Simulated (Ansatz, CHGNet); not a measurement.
Polycrystal shear modulus (GPa) of 25 elemental metals, computed with the machine-learned potential CHGNet 0.3.0 (trained on PBE and PBE+U data) and with PBE in Ansatz (plane waves, PAW). The set holds measured phases with no doubt noted on the run or the magnetic state but for the caveats below. 5 more of the class have both values but aren't in it, for one of these reasons: built or high-temperature cells, doubts on the run or the magnetic state, unlike cells, values of zero, layered or molecular crystals. Solids without a value at one level (not run, failed, or a magnetic order lost), or held back for tests, aren't counted.

All rows, in order of the shift (worked out from unrounded values):

```
solid       CHGNet 0.3.0   PBE  shift (%)
----------  ------------  ----  ---------
bcc K               2.76  1.18        -57
bcc Rb              1.79  0.88        -51
bcc Li              5.93  5.05      -14.9
fcc Sr              6.01  5.71       -5.0
fcc Ni              75.0  98.6        +32
fcc Pd              30.6  41.6        +36
hcp Tl              3.40  4.74        +40
fcc Cu              31.1  52.4        +69
fcc Pt              30.8  53.6        +74
fcc Ag              14.6  27.9        +91
fcc Ca              4.43  8.54        +93
bcc Ba              2.91  5.76        +98
hcp Mg              9.60  20.1       +110
hcp Lu              13.7  31.9       +133
fcc Rh              57.7   154       +166
hcp Zn              14.9  41.8       +180
fcc Ir              76.8   221       +188
fcc Au              7.39  21.5       +191
hcp Y               7.99  26.5       +231
hcp Zr              9.48  34.4       +263
fcc Al              6.65  24.3       +266
fcc Pb              2.47  10.9       +340
hcp Os              51.2   263       +413
hcp Hf              9.10  56.2       +517
α-phase Ga          4.53  30.1       +564
```

The shift from CHGNet 0.3.0 to PBE has a median of +110 %, and eight in ten lie between -11.0 % and +384 %; PBE is the larger in 21 of 25. Each level is at its own cell, so the shift holds the change of volume too.

Ansatz's runs of these crystals have no spin polarisation, but for fcc Ni.

Density-functional runs with spin start from parallel moments for fcc Ni.

Spin–orbit coupling is left out, also for the solids with elements from indium on (fcc Pt, hcp Os, bcc Ba, hcp Tl, fcc Ir, hcp Hf, fcc Pb, hcp Lu, fcc Au); its size isn't shown.

Each level is taken at its own relaxed cell. Ansatz's density-functional and Hartree–Fock values are scalar-relativistic unless marked +SOC, with PAW data made under PBE.

Ansatz is an electronic-structure program.
